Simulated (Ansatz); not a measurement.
Total energies of `C=NC(O)O`.

```xyz
10

C    -0.027    1.644   -0.048
N     0.039    0.526    0.524
C    -0.016   -0.663   -0.293
O     1.175   -1.356   -0.132
O    -1.143   -1.387    0.071
H     0.013    2.553    0.551
H    -0.125    1.758   -1.134
H    -0.113   -0.461   -1.366
H     1.426   -1.289    0.797
H    -1.229   -1.327    1.030
```

Charge 0, multiplicity 1. The structure was optimised at the PBE0-D4/def2-TZVP level. It is one conformer, not always the lowest. Basis def2-TZVPP, Ansatz.

RPA on PBE orbitals: Hartree–Fock energy of these orbitals -282.85690 Eh, correlation -1.57225 Eh (frozen core).

| functional | energy without D4 (Eh) | D4 term (kJ/mol) |
| --- | --- | --- |
| LDA (SPW92) | -282.27493 | – |
| revPBE | -284.42817 | -57.6 |
| r2SCAN | -284.36325 | -3.9 |
| B97M-V | -284.45793 | – |
| PBE0 | -284.19752 | -12.9 |
| r2SCANh | -284.34608 | -4.0 |
| r2SCAN0 | -284.32164 | -4.4 |
| HSE06 (plane-wave form) | -284.18382 | -11.8 |
| BHLYP | -284.35636 | -16.5 |
| CAM-B3LYP | -284.40232 | -12.8 |
| ωB97X-V | -284.42263 | – |
| ωB97M-V | -284.41770 | – |
| B2PLYP | -284.30627 | – |
| PBE-QIDH | -284.15540 | – |

(1) Give the same for PBE, BLYP, B3LYP, LC-ωPBE. (An estimate is asked.)

B3LYP takes the VWN-RPA correlation (the form of Gaussian; ORCA's B3LYP/G). HSE06 is the plane-wave form, built on full-range PBE exchange. The double hybrids freeze the cores in their second-order part.

Results:

(1) Computed: 
```json
{"functional": "PBE", "energy without D4 (Eh)": "-284.19278", "D4 term (kJ/mol)": "-15.6"}
{"functional": "BLYP", "energy without D4 (Eh)": "-284.44282", "D4 term (kJ/mol)": "-35.6"}
{"functional": "B3LYP", "energy without D4 (Eh)": "-284.51834", "D4 term (kJ/mol)": "-24.8"}
{"functional": "LC-ωPBE", "energy without D4 (Eh)": "-284.33954", "D4 term (kJ/mol)": "–"}
```

LC-ωPBE has ω = 0.4 bohr⁻¹.
